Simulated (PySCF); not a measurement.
Output of ΔSCF core-hole calculations on hydrosulfide, `[SH-]`.

Computed, not measured: PySCF, delta-SCF UKS SCAN, pcX-2 on the ionised atom, pcseg-1 elsewhere, spin-free X2C. Atoms in this output count from 0. The cycles run on a coarse integration grid; for E(ground) and E(ion) the exchange–correlation energy is redone on a finer one, so they differ from the last cycle, and only they enter the binding energy.

Coordinates (Å, PBE0-D3(BJ)/def2-SVP):
```
S      0.682682    -0.006033    -0.005380
H     -0.677172     0.008573    -0.022910
```

```
ground state, core basis on atom 0 (S), 65 functions
  cycle   1  E = -399.88288105  |g| = 4.40e-01
  cycle   2  E = -399.85877248  |g| = 6.05e-01
  cycle   3  E = -399.95611398  |g| = 4.23e-02
  cycle   4  E = -399.95639788  |g| = 9.57e-03
  cycle   5  E = -399.95640191  |g| = 5.06e-03
  cycle   6  E = -399.95640838  |g| = 1.84e-03
  cycle   7  E = -399.95640813  |g| = 4.94e-05
  E(ground) = -399.95356917 Eh
hole in S 1s of atom 0
  cycle   1  E = -308.03000777  |g| = 5.08e+00
  cycle   2  E = -308.61582882  |g| = 2.05e+00
  cycle   3  E = -309.11046580  |g| = 5.91e-01
  cycle   4  E = -309.22126923  |g| = 2.16e-01
  cycle   5  E = -309.24297994  |g| = 4.07e-02
  cycle   6  E = -309.24365979  |g| = 1.09e-02
  cycle   7  E = -309.24370725  |g| = 1.21e-03
  cycle   8  E = -309.24370777  |g| = 2.38e-04
  E(ion) = -309.23353499 Eh   <S^2> = 0.7515   hole on atom = 1.000
```

Q: What is the S 1s binding energy of atom 0?

A: (-309.233535 − (-399.953569)) Eh × 27.2114 eV/Eh = 2468.62 eV, for the sulfur bonded to H.

The species carries charge -1, so core ionisation leaves a neutral species. The basis sets have no added diffuse functions. Isolated species at its PBE0-D3(BJ)/def2-SVP geometry, gas phase. The geometry's basis has no diffuse functions, a weakness for an anion.

The run took 1.0 s wall on an Arm Neoverse V1 with one thread, on a shared host.
Labels such as C1 count atoms from 1, the log's own numbers from 0.
